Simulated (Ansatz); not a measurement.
Mulliken charges of C3H3F3, SMILES `C=C(F)C(F)F` from PBE/def2-TZVPP in Ansatz (PBE0-D4/def2-TZVP geometry).

```json
{"atom": "C1", "x (Å)": "-0.954", "y (Å)": "0.493", "z (Å)": "0.928", "charge (e)": "-0.225"}
{"atom": "C2", "x (Å)": "-0.501", "y (Å)": "-0.136", "z (Å)": "-0.134", "charge (e)": "0.133"}
{"atom": "F3", "x (Å)": "-1.310", "y (Å)": "-0.737", "z (Å)": "-1.012", "charge (e)": "-0.152"}
{"atom": "C4", "x (Å)": "0.932", "y (Å)": "-0.311", "z (Å)": "-0.534", "charge (e)": "0.259"}
{"atom": "F5", "x (Å)": "1.163", "y (Å)": "0.325", "z (Å)": "-1.710", "charge (e)": "-0.151"}
{"atom": "F6", "x (Å)": "1.749", "y (Å)": "0.223", "z (Å)": "0.396", "charge (e)": "-0.156"}
{"atom": "H7", "x (Å)": "-2.016", "y (Å)": "0.553", "z (Å)": "1.126", "charge (e)": "0.107"}
{"atom": "H8", "x (Å)": "-0.256", "y (Å)": "0.957", "z (Å)": "1.609", "charge (e)": "0.114"}
{"atom": "H9", "x (Å)": "1.193", "y (Å)": "-1.367", "z (Å)": "-0.670", "charge (e)": "0.069"}
```

Q: By hand: the dipole of these point charges (1 e Å = 4.8032 D).

A: Σ q r = (-0.023, -0.107, 0.243) e Å, of length 0.267 e Å = 1.28 D.

Q: How does the dipole of the full density compare? (Best estimate.)

A: Ansatz gave: (-0.103, -0.127, 0.248) e Å, 1.43 D; the point charges give 0.90 times that, at 16° from its direction.

Point charges leave out the atoms' own dipoles, such as those of lone pairs, and Mulliken's split depends on the basis, so the close match here is no proof of good charges.
